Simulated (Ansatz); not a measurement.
**Worked example: correlation energy of BH2⁻, singlet**

Geometry: displaced at random from a stationary point.

```xyz
3

B    -0.0036   -0.1255    0.0051
H    -0.0045    0.6433   -0.9751
H     0.0435    0.7027    0.9204
```

Basis 6-31++G** (Cartesian d functions); Ansatz 0.2.0. Only valence electrons are correlated (noble-gas cores frozen), which leaves 6 electrons in 30 orbitals. Prefix R: restricted or restricted open-shell reference.

Full CI is exact within this basis and frozen core; it isn't the basis-set limit.

Runs differ by some tens of microhartree through their thresholds, so steps under 0.03 kcal/mol mean nothing.

```csv
level,total energy (hartree)
RHF,-25.712157
RMP2,-25.807122
RCCSD,-25.829720
RCCSD(T),-25.832998
RCCSDT,-25.833716
RCCSDT(Q),-25.833846
RCCSDTQ,-25.833868
full CI,-25.833870
```

**Question.** What is the correlation energy at full CI, and what share of it do RMP2 and RCCSD(T) recover?

**Answer.** E(corr) = -25.833870 − (-25.712157) = -0.121713 hartree = -3.312 eV. RMP2: -0.094965 / -0.121713 = 78.02 %. RCCSD(T): -0.120841 / -0.121713 = 99.28 %.

**Question.** By how many kcal/mol does RCCSD(T) miss full CI (1 hartree = 627.509 kcal/mol), and which steps make up the rest?

**Answer.** -25.832998 − (-25.833870) = 0.000872 hartree = 0.55 kcal/mol. Steps: RCCSDT − RCCSD(T) = -0.45, RCCSDT(Q) − RCCSDT = -0.08, RCCSDTQ − RCCSDT(Q) = -0.01, full CI − RCCSDTQ = 0.00 kcal/mol. That is within 1 kcal/mol of the reference in this basis, which itself misses far more of the correlation at the basis-set limit.
